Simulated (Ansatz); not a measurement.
Correlation energies of `CCC(O)(F)F` by basis set

| atom | x (Å) | y (Å) | z (Å) |
| --- | --- | --- | --- |
| C1 | 0.676 | -0.884 | 1.095 |
| C2 | -0.253 | -0.631 | -0.076 |
| C3 | -0.233 | 0.798 | -0.549 |
| O4 | -1.078 | 0.970 | -1.593 |
| F5 | 1.030 | 1.177 | -0.907 |
| F6 | -0.567 | 1.653 | 0.464 |
| H7 | 1.712 | -0.660 | 0.833 |
| H8 | 0.403 | -0.271 | 1.955 |
| H9 | 0.624 | -1.931 | 1.397 |
| H10 | -1.289 | -0.863 | 0.182 |
| H11 | 0.013 | -1.251 | -0.935 |
| H12 | -1.039 | 1.894 | -1.868 |

Charge 0, multiplicity 1. Geometry: relaxed with PBE0-D4/def2-TZVP. It is one conformer, not always the lowest. Frozen core, restricted reference, Ansatz 0.2.0. CBS rows extrapolate triple and quadruple zeta; past MP2 they add the triple-zeta difference.

```csv
basis,HF (Eh),MP2 corr.
def2-TZVPP,-391.03188,-1.24715
def2-QZVPP,-391.04914,-1.34836
```

Estimate the CCSD correlation energy and the (T) correction in each basis where they were run (hartree).


```tsv
basis	CCSD corr.	(T)
def2-TZVPP	-1.27717	-0.04433
CBS(def2)	-1.45334	as TZ
```
